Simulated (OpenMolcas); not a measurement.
# A workflow on AlF2 (SMILES [F][Al][F])

Aim: the energy (ROHF/STO-3G), then a single-point energy (CASSCF(3,3)/STO-3G), then the energy (CASPT2(3,3)/STO-3G), then a single-point energy (SC-NEVPT2(3,3)/STO-3G), then a single-point energy (MRCI(3,3)/STO-3G) of AlF2. 

The calculation is run with OpenMolcas 26.06.

1 further run of the same task is left out (set aside as unsound or not needed).

### Step 1. The system as given

The species is AlF2 (3 atoms), meant as a doublet with charge 0. As SMILES, `[F][Al][F]`. The F1–Al2 distance was set to 2.881 Å, away from the relaxed value. At this shape a bond of the SMILES string is far longer than usual.

Bond lengths: Al2–F3 1.647 Å.

### Step 2. A single-point energy at ROHF/STO-3G (run 1)

File input.xyz:

```xyz
3

F      0.641229    -2.588691     0.054797
Al     0.388700     0.275400     0.245200
F     -0.932500     1.021000    -0.394800
```

File step1.inp:

```
* AlF2 Hartree-Fock
&GATEWAY
BASLIB=$CurrDir
COORD=input.xyz
BASIS=STO-3G
GROUP=NoSym
&SEWARD
&SCF
UHF
SPIN=2
SCRAMBLE=0.25
PRORBITALS=1 1
&RASSCF
FILEORB=$Project.UnaOrb
SPIN=2
NACTEL=1 0 0
INACTIVE=15
RAS2=1
OUTORBITALS=Canonical
ORBLISTING=Nothing
```

The basis set STO-3G is read from a file made from the Basis Set Exchange's data (not shown).

Command:

```sh
$ export MOLCAS_MEM=1860
$ pymolcas step1.inp > step1.log
```

What it wrote:

```text
--- Start Module: gateway ---
[...]
--- Stop Module: gateway /rc=_RC_ALL_IS_WELL_ ---
[...]
      Basis functions           19
[...]
--- Start Module: scf ---
[...]
       Convergence after  46 Iterations
[...]
::    Total SCF energy                               -435.0288541884
[...]
      Total spin, S                                     0.5007869697
[...]
--- Stop Module: scf /rc=_RC_ALL_IS_WELL_ ---
[...]
--- Start Module: rasscf ---
[...]
      Number of active orbitals                  1
[...]
      Spin quantum number                      0.5
[...]
      Active orbitals                            1
[...]
      Number of CSFs                             1
[...]
      Number of root(s) required                 1
[...]
      Convergence after 14 iterations
[...]
      printout of CI-coefficients larger than  0.05 for root  1
      energy=    -435.028789
      conf/sym  1     Coeff  Weight
             1  u   1.00000 1.00000
      Natural orbitals and occupation numbers for root  1
      sym 1:   1.000000
      ************************************************************************************************************************
      *                                                    Final results                                                     *
[...]
::    RASSCF root number  1 Total energy:   -435.02878915
[...]
      Total electronic charge=   31.000000
      Total            charge=   -0.000000
[...]
      Dipole Moment (debye):
      Origin of the operator (angstrom)=    0.0762   -0.3440    0.0024
                   X=  1.0164E+00               Y= -5.5998E-01               Z=  4.9394E-01           Total=  1.2612E+00
      Quadrupole Moment (debye*angstrom):
[...]
--- Stop Module: rasscf /rc=_RC_ALL_IS_WELL_ ---
[...]
```

It took 3.3 s on 1 thread of Arm Neoverse V1, shared host; peak memory 0.37 GiB.

### Step 3. The energy at CASSCF(3,3)/STO-3G (run 2)

input.xyz is that of step 2.

File step2.input:

```
&GATEWAY
 BasLib
 $CurrDir
 Coord
 input.xyz
 Basis
 STO-3G
 Group
 NoSym

&SEWARD

&RASSCF
 FileOrb
 $CurrDir/step1.RasOrb
 Spin
 2
 Nactel
 3 0 0
 Inactive
 14
 Ras2
 3
 OrbListing
 Nothing
 OrbAppear
 Compact
```

The basis set STO-3G is read from a file made from the Basis Set Exchange's data (not shown).

Command:

```sh
$ export MOLCAS_MEM=1860
$ pymolcas step2.input > step2.log
```

What it wrote:

```text
--- Start Module: gateway ---
[...]
--- Stop Module: gateway /rc=_RC_ALL_IS_WELL_ ---
--- Start Module: seward ---
[...]
      Basis functions           19
--- Stop Module: seward /rc=_RC_ALL_IS_WELL_ ---
--- Start Module: rasscf ---
[...]
      Number of active orbitals                  3
[...]
      Spin quantum number                      0.5
[...]
      Active orbitals                            3
[...]
      Number of CSFs                             8
[...]
      Number of root(s) required                 1
[...]
      Convergence after 19 iterations
[...]
      printout of CI-coefficients larger than  0.05 for root  1
      energy=    -435.040831
      conf/sym  111     Coeff  Weight
             1  2u0   0.99036 0.98081
             8  0u2   0.13784 0.01900
      Natural orbitals and occupation numbers for root  1
      sym 1:   1.961806   0.999812   0.038382
      ************************************************************************************************************************
      *                                                    Final results                                                     *
[...]
::    RASSCF root number  1 Total energy:   -435.04083110
[...]
      Total electronic charge=   31.000000
      Total            charge=   -0.000000
[...]
      Dipole Moment (debye):
      Origin of the operator (angstrom)=    0.0762   -0.3440    0.0024
                   X=  1.1202E+00               Y= -6.3563E-01               Z=  5.4226E-01           Total=  1.3975E+00
      Quadrupole Moment (debye*angstrom):
[...]
--- Stop Module: rasscf /rc=_RC_ALL_IS_WELL_ ---
[...]
```

Run time: 1.9 s. Hardware: 1 thread of Arm Neoverse V1, shared host; peak memory 0.37 GiB.

### Step 4. A single-point energy at CASPT2(3,3)/STO-3G (run 3)

input.xyz is that of step 3.

File step3.input:

```
&GATEWAY
  BasLib = $CurrDir
  Coord = input.xyz
  Basis = STO-3G
  Group = NoSym

&SEWARD

&RASSCF
  FileOrb = $CurrDir/step2.RasOrb
  Spin = 2
  Nactel = 3 0 0
  Inactive = 14
  Ras2 = 3
  OrbListing = Nothing
  OrbAppear = Compact

&CASPT2
  Imaginary = 0.1
  Frozen = 7
```

The basis set STO-3G is read from a file made from the Basis Set Exchange's data (not shown).

Command:

```sh
$ export MOLCAS_MEM=1860
$ pymolcas step3.input > step3.log
```

What it wrote:

```text
--- Start Module: gateway ---
[...]
--- Stop Module: gateway /rc=_RC_ALL_IS_WELL_ ---
[...]
      Basis functions           19
[...]
--- Start Module: rasscf ---
[...]
      Number of active orbitals                  3
[...]
      Spin quantum number                      0.5
[...]
      Active orbitals                            3
[...]
      Number of CSFs                             8
[...]
      Number of root(s) required                 1
[...]
      Convergence after  4 iterations
[...]
      printout of CI-coefficients larger than  0.05 for root  1
      energy=    -435.040831
      conf/sym  111     Coeff  Weight
             1  2u0   0.99036 0.98081
             8  0u2   0.13784 0.01900
      Natural orbitals and occupation numbers for root  1
      sym 1:   1.961805   0.999812   0.038382
      ************************************************************************************************************************
      *                                                    Final results                                                     *
[...]
::    RASSCF root number  1 Total energy:   -435.04083110
[...]
      Total electronic charge=   31.000000
      Total            charge=   -0.000000
[...]
      Dipole Moment (debye):
      Origin of the operator (angstrom)=    0.0762   -0.3440    0.0024
                   X=  1.1202E+00               Y= -6.3563E-01               Z=  5.4226E-01           Total=  1.3975E+00
      Quadrupole Moment (debye*angstrom):
[...]
--- Stop Module: rasscf /rc=_RC_ALL_IS_WELL_ ---
--- Start Module: caspt2 ---
[...]
 ###    WARNING: User changed nr of frozen orbitals.                         ###
 ###############################################################################
[...]
      E2 (Variational):          -0.0356173866
      Total energy:            -435.0764484820
[...]
      Reference weight:           0.97939
[...]
::    CASPT2 Root  1     Total energy:   -435.07644848
[...]
--- Stop Module: caspt2 /rc=_RC_ALL_IS_WELL_ ---
[...]
```

Wall time 1.7 s (1 thread of Arm Neoverse V1, shared host); peak memory 0.37 GiB.

### Step 5. A single-point energy at SC-NEVPT2(3,3)/STO-3G (run 4)

input.xyz is that of step 4.

File step4.input:

```
* AlF2 NEVPT2
>>> EXPORT MOLCAS_PRINT=2

&GATEWAY
  BasLib = $CurrDir
  Coord = input.xyz
  Basis = STO-3G
  Group = NoSym

&SEWARD

&RASSCF
  FileOrb = $CurrDir/step2.RasOrb
  Spin = 2
  Nactel = 3 0 0
  Inactive = 14
  Ras2 = 3
  OrbListing = Nothing
  OrbAppear = Compact

&CASPT2
  SC-NEVPT2
  Frozen = 7
```

The basis set STO-3G is read from a file made from the Basis Set Exchange's data (not shown).

Command:

```sh
$ export MOLCAS_MEM=1860
$ pymolcas step4.input > step4.log
```

What it wrote:

```text
--- Start Module: gateway ---
[...]
--- Stop Module: gateway /rc=_RC_ALL_IS_WELL_ ---
[...]
      Basis functions           19
[...]
--- Start Module: rasscf ---
[...]
      Number of active orbitals                  3
[...]
      Spin quantum number                      0.5
[...]
      Active orbitals                            3
[...]
      Number of CSFs                             8
[...]
      Number of root(s) required                 1
[...]
      Convergence after  4 iterations
[...]
      printout of CI-coefficients larger than  0.05 for root  1
      energy=    -435.040831
      conf/sym  111     Coeff  Weight
             1  2u0   0.99036 0.98081
             8  0u2   0.13784 0.01900
      Natural orbitals and occupation numbers for root  1
      sym 1:   1.961805   0.999812   0.038382
      ************************************************************************************************************************
      *                                                    Final results                                                     *
[...]
::    RASSCF root number  1 Total energy:   -435.04083110
[...]
      Total electronic charge=   31.000000
      Total            charge=   -0.000000
[...]
      Dipole Moment (debye):
      Origin of the operator (angstrom)=    0.0762   -0.3440    0.0024
                   X=  1.1202E+00               Y= -6.3563E-01               Z=  5.4226E-01           Total=  1.3975E+00
      Quadrupole Moment (debye*angstrom):
[...]
--- Stop Module: rasscf /rc=_RC_ALL_IS_WELL_ ---
--- Start Module: caspt2 ---
[...]
 ###    WARNING: User changed nr of frozen orbitals.                         ###
 ###############################################################################
[...]
      E2 (Variational):          -0.0330152213
[...]
      E2 (Variational):          -0.0330058192
      Total energy:            -435.0738369146
[...]
      Reference weight:           0.98235
[...]
::    SC-NEVPT2 Root  1     Total energy:   -435.07383691
[...]
--- Stop Module: caspt2 /rc=_RC_ALL_IS_WELL_ ---
[...]
```

Wall time 1.7 s (1 thread of Arm Neoverse V1, shared host); peak memory 0.37 GiB.

### Step 6. The energy at MRCI(3,3)/STO-3G (run 5)

input.xyz is that of step 5.

File step5.inp:

```
>>> EXPORT MOLCAS_PRINT=2

&GATEWAY
 BasLib=$CurrDir
 Coord=input.xyz
 Basis=STO-3G
 Group=NoSym

&SEWARD

&RASSCF
 FileOrb=$CurrDir/step2.RasOrb
 Spin=2
 Nactel=3 0 0
 Inactive=14
 Ras2=3
 OrbListing=Nothing
 OrbAppear=Compact

&MOTRA
 LumOrb
 Frozen=7

&GUGA
 Electrons=17
 Spin=2
 Inactive=7
 Active=3
 CIAll=1

&MRCI
 SDCI
```

The basis set STO-3G is read from a file made from the Basis Set Exchange's data (not shown).

Command:

```sh
$ export MOLCAS_MEM=1860
$ pymolcas step5.inp > step5.log
```

What it wrote:

```text
--- Start Module: gateway ---
[...]
--- Stop Module: gateway /rc=_RC_ALL_IS_WELL_ ---
[...]
      Basis functions           19
[...]
      Number of active orbitals                  3
[...]
      Spin quantum number                      0.5
[...]
      Active orbitals                            3
[...]
      Number of CSFs                             8
[...]
      Number of root(s) required                 1
[...]
      Convergence after  4 iterations
[...]
      printout of CI-coefficients larger than  0.05 for root  1
      energy=    -435.040831
      conf/sym  111     Coeff  Weight
             1  2u0   0.99036 0.98081
             8  0u2   0.13784 0.01900
      Natural orbitals and occupation numbers for root  1
      sym 1:   1.961805   0.999812   0.038382
      ************************************************************************************************************************
      *                                                    Final results                                                     *
[...]
::    RASSCF root number  1 Total energy:   -435.04083110
[...]
      Dipole Moment (debye):
      Origin of the operator (angstrom)=    0.0762   -0.3440    0.0024
                   X=  1.1202E+00               Y= -6.3563E-01               Z=  5.4226E-01           Total=  1.3975E+00
      Quadrupole Moment (debye*angstrom):
[...]
      *** WARNING: Default frozen orbitals is overwritten by user input.
      *** Default values:   4
[...]
--- Start Module: guga ---
[...]
--- Stop Module: guga /rc=_RC_ALL_IS_WELL_ ---
--- Start Module: mrci ---
[...]
       (But an ACPF correction will be computed)
       USE THE DEFAULT ACPF G-VALUE GFAC=  0.11764705882352941
[...]
                      CI ENERGY:  -435.08514459
[...]
                ACPF CORRECTION:    -0.00183169
[...]
      Total electronic charge=   31.000000
      Total            charge=   -0.000000
[...]
     ACPF CORRECTION:     -0.00183169
[...]
  CI State   1     Total energy:   -435.08514459     QDav:     -0.00208742     QACPF:     -0.00183169
[...]
--- Stop Module: mrci /rc=_RC_ALL_IS_WELL_ ---
[...]
```

Run time: 2.2 s. Hardware: 1 thread of Arm Neoverse V1, shared host; peak memory 0.37 GiB.

### Step 7. Outcome

| quantity | value |
| --- | --- |
| run 1, ROHF/STO-3G: total energy | -435.02879 Eh |
| run 1, ROHF/STO-3G: dipole moment | 1.26 D |
| run 2, CASSCF(3,3)/STO-3G: total energy | -435.04083 Eh |
| run 2, CASSCF(3,3)/STO-3G: dipole moment (CASSCF density) | 1.40 D |
| run 3, CASPT2(3,3)/STO-3G: total energy | -435.07645 Eh |
| run 3, CASPT2(3,3)/STO-3G: dipole moment (CASSCF density) | 1.40 D |
| run 4, SC-NEVPT2(3,3)/STO-3G: total energy | -435.07384 Eh |
| run 4, SC-NEVPT2(3,3)/STO-3G: dipole moment (CASSCF density) | 1.40 D |
| run 5, MRCI(3,3)/STO-3G: total energy | -435.08514 Eh |
| run 5, MRCI(3,3)/STO-3G: dipole moment (CASSCF density) | 1.40 D |

**Reading.** Mulliken charges (run 1, ROHF/STO-3G) run from -0.43 on F3 to +0.44 on Al2. Mulliken charges (run 3, CASPT2(3,3)/STO-3G) of the CASSCF density run from -0.44 on F3 to +0.44 on Al2; they depend strongly on the basis.
